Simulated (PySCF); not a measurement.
Mapped SMILES: `[CH2:1]=[C:2]([F:3])/[CH:4]=[N:5]\[CH3:6]`. Hydrogens are named by the atom that carries them. Ha(C1) is cis to F3; Hb(C1) is trans to F3.

Geometry: PBE0-D3(BJ)/def2-SVP; GIAO absolute shieldings from PySCF 2.14, gas phase, non-relativistic, averaged over equivalent atoms.

At PBE0/6-31G (66 basis functions, 4.6 s wall time on 1 thread of an Arm Neoverse V2, shared host):
```
 atoms  σ (ppm)
    C2     47.0
    C4     50.1
    C1     97.5
    C6    158.0
    F3    278.5
    N5   -121.0
 H(C4)    23.98
Ha(C1)    27.24
Hb(C1)    27.45
 H(C6)    28.64
```

**Question.** Predict the values at PBE0/cc-pVDZ on the same geometry.

**Answer.** 
```json
{"atoms": "C2", "σ at PBE0/cc-pVDZ": "41.2", "change": "-5.8"}
{"atoms": "C4", "σ at PBE0/cc-pVDZ": "44.3", "change": "-5.8"}
{"atoms": "C1", "σ at PBE0/cc-pVDZ": "95.9", "change": "-1.6"}
{"atoms": "C6", "σ at PBE0/cc-pVDZ": "154.9", "change": "-3.1"}
{"atoms": "F3", "σ at PBE0/cc-pVDZ": "284.1", "change": "+5.6"}
{"atoms": "N5", "σ at PBE0/cc-pVDZ": "-106.8", "change": "+14.2"}
{"atoms": "H(C4)", "σ at PBE0/cc-pVDZ": "23.44", "change": "-0.54"}
{"atoms": "Ha(C1)", "σ at PBE0/cc-pVDZ": "26.29", "change": "-0.95"}
{"atoms": "Hb(C1)", "σ at PBE0/cc-pVDZ": "26.51", "change": "-0.94"}
{"atoms": "H(C6)", "σ at PBE0/cc-pVDZ": "27.82", "change": "-0.82"}
```

The largest change is at N5 (imine nitrogen). Cost: 114 basis functions, 10 s wall time on 1 thread of an Arm Neoverse V1, shared host. The order of the carbon signals is the same at both levels.
